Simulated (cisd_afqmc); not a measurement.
Input (AFQMC/CISD/cc-pV(T+d)Z; cisd_afqmc is a phaseless AFQMC code with CISD trial states that reads the integrals written by Ansatz): A basis named .json is the Basis Set Exchange file of that set.

Ansatz 0.2 input:
```python
import cisd_afqmc

open("ham.yaml", "w").write("""\
crystal:
  periodic: [false, false, false]
  atoms:
    - {symbol: P, position_ang: [0.00516854, -0.00153424, 0.11648047]}
    - {symbol: H, position_ang: [-0.05009241, 1.03292111, -0.85964720]}
    - {symbol: H, position_ang: [-0.02743573, -1.00990756, -0.88755990]}
basis:
  gaussian:
    orbitals: cc-pV_T+d_Z.json
magnetization: {spin_polarized: true, initial_magnetization: 1}
correlation: {method: ccsd, electrons: outside_noble_gas, hamiltonian_folder: ham}
""")
rep = cisd_afqmc.ansatz("ham.yaml")
e_ccsd = rep["correlation"]["coupled_cluster"]["energy"]["hartree"]
out = cisd_afqmc.run("ham", e_ccsd, trial="CISD", walkers=100, populations=8, threads=8, dt=0.005, steps=40, early=24, settle=10, least=32,
    cut=5e-5, rank_cut=2e-4, target=0.0004, seconds=1500, seed=1, memory=17280, gpu=False)
```

Output:

```
orbitals 62, occupied [4, 3], factors 279 of 381, rank of the doubles 185 of 409
E(HF) = -341.888713
E(CCSD) on the cut factors = -342.052949, shift to the whole factors -0.000011
Energy of the trial state on the determinant = -342.052894
  tau behind 7.2 of longer steps, mean of the populations' last blocks
   2.0  -342.05961
   4.0  -342.05974
   6.0  -342.05907
   8.0  -342.05943
blocks 323 (0 outliers left out), error by blocks joined: 1: 0.00009, 2: 0.00011, 4: 0.00014, 8: 0.00016, 16: 0.00018
E(AFQMC/CISD) = -342.05938 +/- 0.00018
```
